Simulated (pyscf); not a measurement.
Routes from H₂N–SiH₂–OH (SMILES N[SiH2]O)

Candidate steps break at most two bonds and form at most two. Each was searched with GFN2-xTB (tblite) first. Structures and frequencies: ωB97X-D3(BJ)/def2-SVP in PySCF. MP2 and CC: frozen core, UHF for open shells. ΔMP2 is the change of the MP2 total energy from the triple- to the quadruple-zeta basis. Energies: CCSD(T)/def2-TZVPP + ΔMP2(QZVPP), kcal/mol, from the reactant's lowest minimum found, singlet surface.

```csv
products,type,ΔE‡,ΔE,ΔG‡ 298 K,ΔG‡ 900 K,ν‡ (cm⁻¹)
O=SiH₂ + NH₃,elimination,42.1,+60.1,–,–,1354i
HO–SiH: [singlet] + NH₃,"1,1-elimination",77.9,+59.0,76.1,77.0,1608i
H₂N–SiH: [singlet] + H₂O,"1,1-elimination",81.5,+61.7,79.1,79.1,1553i
```

A dash marks a saddle under its separated products, whose escape then sets the rate. Row 1: On the product side the descent ends in an adduct with a N–Si contact, 31.8 kcal/mol under the separated species and 10.7 kcal/mol under the saddle at ωB97X-D3(BJ)/def2-TZVP. Row 2: On the product side the descent ends in an adduct with a N–Si contact, 20.1 kcal/mol under the separated species and 36.7 kcal/mol under the saddle at ωB97X-D3(BJ)/def2-TZVP. Row 3: On the product side the descent ends in an adduct with a O–Si contact, 7.8 kcal/mol under the separated species and 24.3 kcal/mol under the saddle at ωB97X-D3(BJ)/def2-TZVP. 

Plain bond fissions and candidates not yet searched are not listed, and one of them may be faster. Each barrier is that of the saddle found; lower ones may exist. The CCSD(T) − MP2 part came from Ansatz, without density fitting, on the same reference.
